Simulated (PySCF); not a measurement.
**Electronic absorption of C5H8O**

C5H8O.
SMILES: `C[C@@H]1C[C@H]1C=O`

The calculation used PySCF, TDDFT B3LYP/def2-SVPD, vertical, gas phase, core orbitals frozen in the response. Isolated species at its GFN2-xTB geometry (one conformer only). Torsions of this conformer, `[CH3:1][C@@H:2]1[CH2:3][C@H:4]1[CH:5]=[O:6]`: C3–C4–C5–O6 -149°.

Q: Predict the UV-vis stick spectrum at this level.

A: 

```
state  E (eV)  E (kJ/mol)  λ (nm)       f  |μ| (D)  main configurations (H = HOMO, L = LUMO)
   S1    4.39         424   282.3  0.0001     0.09                                 H→L (98%)
   S2    6.68         645   185.5   0.104     2.03     H-1→L (59%), H→L+1 (18%), H-2→L (11%)
   S3    6.84         660   181.3  0.0088     0.58                  H-2→L (57%), H→L+1 (33%)
   S4    7.04         679   176.2   0.082     1.76     H→L+1 (46%), H→L+2 (20%), H-2→L (17%)
   S5    7.08         683   175.1   0.154     2.39     H→L+2 (62%), H-1→L (20%), H-2→L (13%)
   S6    7.45         719   166.3  0.0083     0.54                  H→L+3 (79%), H→L+4 (16%)
   S7    7.51         725   165.0   0.011     0.62                  H→L+4 (78%), H→L+3 (18%)
   S8    7.92         764   156.6  0.0082     0.52                             H-1→L+1 (95%)
```

Triplets (Tamm–Dancoff): T1 3.82 eV, H→L (98%); T2 5.43 eV, H-1→L (82%), H-5→L (9%); T3 6.50 eV, H-2→L (89%).

The lowest singlet lies at 4.39 eV (282 nm, ultraviolet) and is dark (f under 0.0005); its leading configuration is HOMO→LUMO (98%). The most intense listed level is S5 at 7.08 eV (175 nm, f = 0.154), 2.69 eV above S1. S1 has the pattern of n→π* at C=O. Of the 8 states listed, 4 reach f = 0.01 and 1 stays under 0.0005. Weighted by f, the mean energy of these states is 6.99 eV. Orbital energies (eV): HOMO-3 -10.27, HOMO-2 -8.82, HOMO-1 -8.35, HOMO -7.13, LUMO -0.92, LUMO+1 0.46, LUMO+2 0.70. Singlets were solved by full linear response, triplets in the Tamm–Dancoff approximation.
